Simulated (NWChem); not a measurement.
# ClNa in NWChem

SMILES: [Cl][Na]
```xyz
2

Na     0.0000     0.0000    -1.4209
Cl     0.0000     0.0000     0.9194
```
Charge 0, spin multiplicity 1.

Program: NWChem. Structure: optimised with B3LYP/def2-SVP, a minimum by its harmonic frequencies.

Symmetry labels belong to the abelian group C2v used in the runs, with the axes of the coordinates shown; states degenerate in a higher group split over its labels.

The structure started from a generated list of species.

Task: List the lowest 3 singlet excitations that CIS/def2-SVPD gives, with oscillator strengths.

Result: 
```tsv
state	symmetry	energy (eV)	wavelength (nm)	f
1	b1	5.42	229	0.029
2	b2	5.42	229	0.029
3	a1	5.98	207	0.085
```
